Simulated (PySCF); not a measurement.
**Static response to an electric field**

Compound: C4H6F (charge +1).
Cartesian coordinates in Å at the GFN2-xTB level; atoms count from 1:
```
atom  x, y, z in Å
C1    -2.0101    0.2861   -0.2843
C2    -0.6812    0.4876   -0.0863
F3    -0.2246    1.7291    0.0429
C4     0.2851   -0.5382   -0.0070
C5     1.6745   -0.2805    0.1931
H6    -2.6878    1.1280   -0.3370
H7    -2.4225   -0.7040   -0.3940
H8    -0.0744   -1.5568   -0.1088
H9     2.3177   -1.1139   -0.0865
H10    1.8415   -0.1159    1.2745
H11    1.9872    0.6811   -0.2326
```

Level: B3LYP/def2-SVPD (PySCF), static field, nuclei fixed, core orbitals frozen in the response. The polarisability tensor in these axes (au):

```
x   78.47 -6.97  7.64
y   -6.97 42.37 -0.43
z    7.64 -0.43 31.83
```

**Question.** Give the principal values, the mean and the anisotropy Δα = √{½[(α1 − α2)² + (α2 − α3)² + (α1 − α3)²]}.

**Answer.** Principal values 30.57, 41.16 and 80.94 au; mean 50.89 au = 7.54 Å³ = 8.39 × 10⁻⁴⁰ C²·m²/J; Δα = 46.00 au (90 % of the mean).

**Question.** In TDDFT the mean static polarisability is Σ f/ω² over all singlet excitations (ω in hartree). How much of it do the 8 lowest give? Their energies (eV) and oscillator strengths: 4.54, 0.3177; 5.05, 0.0010; 5.54, 0.0016; 6.03, 0.0013; 6.77, 0.1522; 6.97, 0.0030; 8.13, 0.0446; 8.53, 0.0027.

**Answer.** They add up to 14.53 au, 28.6 % of the 50.89 au; the largest single term is 11.41 au, from the state at 4.54 eV. Terms in order: 11.41, 0.03, 0.04, 0.03, 2.46, 0.05, 0.50, 0.03 au. Higher excitations give the rest. The strengths listed sum to 0.524.

**Question.** Directions of the eigenvectors, and the extent of the frame along each?

**Answer.** Largest value along (0.97, -0.18, 0.15), where the nuclei span 5.30 Å; middle along (0.17, 0.98, 0.09), 3.22 Å; least along (-0.17, -0.06, 0.98), 1.56 Å. The response follows the extents in order.

**Question.** Traceless (Buckingham) quadrupole moment about the centre of nuclear charge: eigenvalues?

**Answer.** -10.92, -5.39, 16.32 D·Å. The values depend on the origin, since the species is charged. The electronic extent ⟨r²⟩ about the same centre is 419 bohr², a root-mean-square distance of 1.76 Å for the 38 electrons.

**Question.** What depolarisation ratio follows for Rayleigh scattering of linearly polarised light, taking the static tensor?

**Answer.** ρ = 3Δα²/(45ᾱ² + 4Δα²) = 6347.9/(116537 + 8463.9) = 0.0508.

Geometry: GFN2-xTB, one conformer, isolated ion. GFN2-xTB frequencies show an imaginary mode (107i cm⁻¹), so this geometry is no minimum at that level.
